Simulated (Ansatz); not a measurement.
System: SiSe2 (Ibam, No. 72). Method: LDA (Ansatz, a quantum-chemistry and plane-wave program, PAW).

Settings: plane-wave cutoff 500 eV, 10×10×10 k mesh, gaussian smearing 0.02 eV, scalar-relativistic PAW data made under PBE.

Cell (relaxed at this level):

```
CELL_PARAMETERS angstrom
     -3.03794     4.41263     2.90365
      3.03794    -4.41263     2.90365
      3.03794     4.41263    -2.90365
ATOMIC_POSITIONS crystal
  Si 0.75000 0.75000 0.00000
  Si 0.25000 0.25000 0.00000
  Se 0.13240 0.21551 0.34791
  Se 0.86760 0.78449 0.65209
  Se 0.63240 0.28449 0.91688
  Se 0.36760 0.71551 0.08312
```

Task: Give the computed band gap.

Result: 
* **band gap**: 1.38 eV (on the SCF k mesh)

Note: the volume lies 8 % below that of the published cell.

Spin–orbit coupling is not included.

Static lattice: no zero-point or thermal effects.
